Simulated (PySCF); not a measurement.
H2CN (doublet state).
Bonds: C1–N2 (double). Hydrogens: H3, H4 on C1.

As a line formula: `C=[N]` (H2CN) [radical].

Computed with PySCF 2.14.0, UKS B3LYP, IGLO-III on C N, pcH-1 on H, non-relativistic, mean-field spin-orbit, GIAO. Isolated species at its PBE0-D3(BJ)/def2-SVP geometry, gas phase.

What is the g tensor, term by term?

| Δg (ppm) | 1 | 2 | 3 |
| --- | --- | --- | --- |
| relativistic mass correction | -203 | -203 | -203 |
| gauge correction | 49 | 1 | 20 |
| orbital Zeeman/spin–orbit | -1090 | 141 | 2865 |
| total | -1243 | -62 | 2682 |

So g = 2.00108, 2.00226, 2.00500 and g_iso = 2.00278; the tensor is rhombic: the two nearest values differ by 30 % of g3 − g1. Axes: g1 points within 1° of the C1–N2 bond and g3 is normal to the molecular plane.

What effective moment and Curie constant follow for a powder?

With the mean of g² = 4.0111 and S(S+1) = 0.75: μ_eff = √(⟨g²⟩S(S+1)) = 1.734 μB and χT = 0.12505·⟨g²⟩·S(S+1) = 0.376 cm³ K/mol (cgs; spin-Hamiltonian part alone).

At 93.509 GHz, how far is the centre of the isotropic spectrum from where a free electron (g = 2.002319) resonates?

B = hν/(g μB) with μB/h = 13.99624 MHz/mT gives 3336.63 mT for the free electron and 3335.87 mT at g_iso, 0.76 mT lower.

How much does each term add to the isotropic shift?

The orbital-Zeeman/spin–orbit term 639, the mass correction -203 and the gauge correction 23 ppm, for a total of 459 ppm. The orbital-Zeeman/spin–orbit term is the largest in size. The mass correction is the same along every axis, so the anisotropy comes from the other two: their spans along these axes are 49 (gauge) and 3955 ppm (orbital Zeeman/spin–orbit).

In a frozen sample, at which fields do the three g values resonate at 9.5, 34, 94 and 263 GHz (hyperfine left aside), and which band first spreads them over more than twice a line width of 0.5 mT?

| band | GHz | B(g3) mT | B(g2) mT | B(g1) mT | spread mT |
| --- | --- | --- | --- | --- | --- |
| X | 9.5 | 338.53 | 338.99 | 339.19 | 0.66 |
| Q | 34.0 | 1211.58 | 1213.24 | 1213.96 | 2.38 |
| W | 94.0 | 3349.67 | 3354.26 | 3356.24 | 6.57 |
| J | 263.0 | 9371.94 | 9384.78 | 9390.33 | 18.39 |

The spread grows in proportion to the frequency. Q band is the first where it exceeds 1.0 mT.

The largest Mulliken spin populations are on N2 (+0.99), C1 (-0.21), H3 (+0.11) and H4 (+0.11). No atom but N2 exceeds +0.15. The positive populations add up to 1.21 and the negative ones to -0.21, together 2S = 1.

The HOMO–LUMO gaps are 6.58 eV among the α and 6.60 eV among the β orbitals.
